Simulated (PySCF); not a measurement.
# Vibration and rotation of BN⁺

UHF-CCSD(T) constants of BN⁺, ⁴Σ⁻ (quartet), unpaired electrons σ ↑, π ↑↑ (B 6-311G(d,p), N 6-311G(d,p); no relativity (PySCF 2.14); masses 11.0093 and 14.0031 u):

| Property | Result |
| --- | --- |
| ωe | 973.5 cm⁻¹ |
| ωexe | 28.5 cm⁻¹ |
| Be | 1.2646 cm⁻¹ |
| αe | 0.0328 cm⁻¹ |
| De to B⁺ + N | 1.03 eV |

What force constant and bond length do these constants imply?

Reduced mass μred = 6.1635 u; k = 5.8918×10⁻⁷·μred·ωe² (u, cm⁻¹, mdyn/Å) = 3.44 mdyn/Å; Re = √(16.8576/(μred·Be)) (u, cm⁻¹, Å) = 1.471 Å.

Estimate the centrifugal constant D from the Kratzer relation and find the Dunham coefficient a1.

D = 4Be³/ωe² = 8.54e-06 cm⁻¹; a1 = −1 − αeωe/(6Be²) = -4.33.

Correlated steps freeze 2 core orbitals. For an ion De counts to the pair picked by the measured ionisation energies or electron affinities, which need not be the lowest pair at this level. The state is the lowest determinant that a PBE0 search found; another state may lie lower at other levels.
